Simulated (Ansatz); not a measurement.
Mulliken charges of CH₄N₂S, SMILES `NC(N)=S` from r2SCAN/def2-TZVPP in Ansatz (PBE0-D4/def2-TZVP geometry).

| atom | x (Å) | y (Å) | z (Å) | charge (e) |
| --- | --- | --- | --- | --- |
| N1 | 0.152 | 1.117 | -0.322 | -0.286 |
| C2 | -0.200 | -0.191 | -0.357 | 0.259 |
| N3 | 0.136 | -0.901 | 0.747 | -0.286 |
| S4 | -0.981 | -0.869 | -1.650 | -0.389 |
| H5 | -0.209 | 1.684 | -1.069 | 0.195 |
| H6 | 0.322 | 1.574 | 0.559 | 0.156 |
| H7 | 0.005 | -1.895 | 0.680 | 0.195 |
| H8 | 0.866 | -0.575 | 1.357 | 0.156 |

**Question.** By hand: the dipole of these point charges (1 e Å = 4.8032 D).

**Answer.** Σ q r = (0.393, 0.341, 0.651) e Å, of length 0.833 e Å = 4.00 D.

**Question.** How does the dipole of the full density compare? (Estimate.)

**Answer.** Ansatz gave: (0.495, 0.430, 0.820) e Å, 5.04 D; the point charges give 0.79 times that, at 0° from its direction.

Point charges leave out the atoms' own dipoles, such as those of lone pairs, and Mulliken's split depends on the basis, so the two needn't agree.
